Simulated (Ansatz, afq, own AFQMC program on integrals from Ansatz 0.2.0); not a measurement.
NHO, triplet in cc-pVDZ, levels against CCSDT(Q)

```tsv
atom	x (Å)	y (Å)	z (Å)
N	0.0000	0.0000	0.0616
O	0.0000	0.0000	-1.1514
H	0.0000	0.0000	1.0898
```

Connectivity, by distances: NH–O.

Basis cc-pVDZ. Noble-gas cores (and the filled d shells of Ga–Kr and In–Xe) are frozen. Ansatz 0.2.0 and our own AFQMC program on the same integrals; the CISD trial comes from CCSD amplitudes, and released means the phaseless constraint is let go. Free AFQMC starts from the CCSD state and is never constrained. Its projection time is finite, and what remains of the start isn't in its error. Error bars are statistical, one sigma.

Determinant: UHF, the one that the program's search chose, which needn't be the lowest solution. The geometry is a point of a scan.

No full CI on the walks' own integrals is used here; CCSDT(Q) serves as the reference and is uncertain by about the last step of the cluster series.

Cautions: lower spins were not checked.

* T1 diagnostic: 0.0193
* weight of the determinant in the CISD state: 0.899
* ⟨S²⟩ of the determinant: 2.042
* size of the correlated space: 12 electrons in 31 orbitals

```
  level  correlation energy (eV)
    MP2                  -8.6665
   CCSD                  -9.0490
CCSD(T)                  -9.2973
```

Question: Estimate where phaseless AFQMC with a CISD trial lies against CCSD(T) on the same integrals.

Answer: 0.35 ± 0.62 mEh above CCSD(T). The gap is under twice the noise, so this walk alone can't tell the two apart.

Reference: CCSDT(Q), correlation energy -9.345 eV. The released energy is read at 1.62 1/Eh, later times being too noisy (meV from the phaseless value at times in 1/Eh: -36 ± 17 at 0.24, -58 ± 16 at 0.51, -30 ± 17 at 0.99, -40 ± 21 at 1.62, -32 ± 40 at 2.40).

```
         level  E − E(reference) (mEh)  share of correlation (%)
       CCSD(T)                    1.75                     99.49
         CCSDT                    1.31                     99.62
   ph-AFQMC/HF             5.27 ± 2.70                     98.47
 ph-AFQMC/CISD             2.10 ± 0.62                     99.39
released AFQMC             0.62 ± 0.76                     99.82
    free AFQMC            -0.45 ± 0.96                    100.13
```

Free projections are given only where their last times agree within the noise and don't stop above the reference; a slow remainder of the start can still hide under it. A walk keeps the symmetry of its determinant, which the program's search chose and which needn't be the lowest solution, so a lower state of the same spin and another symmetry isn't excluded. Released energies are given only where the last usable release times agree within the noise; a slower fall can still hide under it.
